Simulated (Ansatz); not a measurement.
# SiS+ (doublet): the correlation ladder, def2-TZVPP

One table from this session's results is given with a row withheld; the runs are named, their logs left out.

Program: Ansatz 0.2.0, Gaussian basis. Level of theory: def2-TZVPP, core rule «outside noble gas», up to 10 orbitals frozen. These are calculated values, not measurements.

Plan: UHF; ROHF; CCSD(T) on UHF.

## The system

The geometry is a PBE0/def2-TZVP stationary point (not a proven minimum) of the parent state, kept for this charge and spin.

2 atoms, charge 1, spin multiplicity 2.

Atoms are counted from 1 here; the program's logs count them from 0.

Bond lengths: Si1–S2 2.145 Å.

The first run:

Input file in.yaml:

```yaml
crystal:
  periodic: [false, false, false]
  atoms:
    - {symbol: Si, position_ang: [0.000000, 0.000000, 0.000000]}
    - {symbol: S, position_ang: [0.000000, 0.000000, 2.144800]}
basis:
  gaussian: {orbitals: def2-TZVPP}
total_charge: 1
magnetization: {spin_polarized: true, initial_magnetization: 1}
hamiltonian: {xc: hf}
output: {orbitals: {seedname: orbitals}}
```

The run is started by

```bash
> ansatz run in.yaml --threads 1 --pin off --events-out ev --progress --plain --max-ram 4096MiB --backend cpu
```

Among the steps run: UHF; ROHF; CCSD(T) on UHF.

One of the session's tables, all rows but one given; the rest of the session is left out.

It belongs to the step «Misses and costs». 

```
  method  from UCCSD(T) (meV)
    ROHF              +7044.2
     UHF              +6907.1
    UMP2              +1260.7
   UCCSD                    ?
UCCSD(T)                    0
```

Estimate the missing values for UCCSD.

**Answer.** from UCCSD(T) (meV): +349.4. In the column «from UCCSD(T) (meV)» it lies between UCCSD(T) (0) and UMP2 (+1260.7).
